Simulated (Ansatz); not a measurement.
C4H5Cl, SMILES `ClC1C=CC1`, relaxed with RKS PBE-D4/def2-SVP in Ansatz from a rough embedded geometry. The force threshold is 0.03 eV/Å; the program also tests the step.

Charge 0, multiplicity 1.

Start:

```xyz
10

Cl    0.919   -1.100   -1.995
C     0.659    0.012   -0.647
C    -0.687    0.665   -0.581
C    -0.950    0.353    0.704
C     0.299   -0.561    0.764
H     1.536    0.697   -0.623
H    -1.222    1.358   -1.284
H    -1.763    0.472    1.388
H     0.177   -1.618    0.755
H     1.032   -0.279    1.517
```

(1) By how much does the energy fall, and how many steps does the optimiser take? (Best estimate.)

(2) Which bonds change most? (Best estimate.)

(3) Give the relaxed structure. (Estimate.)

Results:

(1) Computed: 5.03 kcal/mol, in 5 steps.

(2) Computed: C5–H9 from 1.064 to 1.109 Å; Cl1–C2 from 1.767 to 1.810 Å; C4–H8 from 1.069 to 1.102 Å; C4–C5 from 1.549 to 1.518 Å.

(3) Computed: 
```xyz
10

Cl    0.906   -1.148   -1.974
C     0.652    0.049   -0.641
C    -0.693    0.727   -0.581
C    -0.945    0.285    0.673
C     0.321   -0.545    0.769
H     1.530    0.725   -0.664
H    -1.221    1.373   -1.298
H    -1.758    0.476    1.392
H     0.171   -1.644    0.743
H     1.038   -0.298    1.583
```
